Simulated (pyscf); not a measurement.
Thermochemistry of product channels of H₂N–SiH₂–NH₂ + amino radical (NH₂•) on the doublet surface, in kcal/mol, from ωB97M-D3(BJ)/def2-TZVP energies (ideal gas, 1 atm, RRHO with modes under 100 cm⁻¹ raised to 100, one conformer, R ln 2 for chiral ones without a mode under 150 cm⁻¹). Single points on ωB97X-D3(BJ)/def2-SVP structures (PySCF, gas phase).

| products | ΔE | ΔH(298 K) | ΔG(600 K) | ΔG(900 K) |
|---|---|---|---|---|
| •HN–SiH(NH₂)–NH₂ + hydrogen (H₂) | -8.7 | -11.1 | -8.4 | -8.0 |
| H₂N–Si•(NH₂)–NH₂ + hydrogen (H₂) | -25.1 | -24.7 | -21.1 | -20.1 |
| H₂N–SiH(NH₂)–NH₂ + H atom (H•) | -18.3 | -18.7 | -11.8 | -9.2 |
| H₂N–SiH•–NH₂ + ammonia (NH₃) | -15.6 | -12.2 | -13.6 | -14.1 |
| •HN–SiH₂–NH₂ + ammonia (NH₃) | ___ | +3.6 | +3.4 | +3.5 |

Fill in the missing entries.


- •HN–SiH₂–NH₂ + ammonia (NH₃), ΔE: +2.8

These are energies of the channels, which say nothing of barriers.
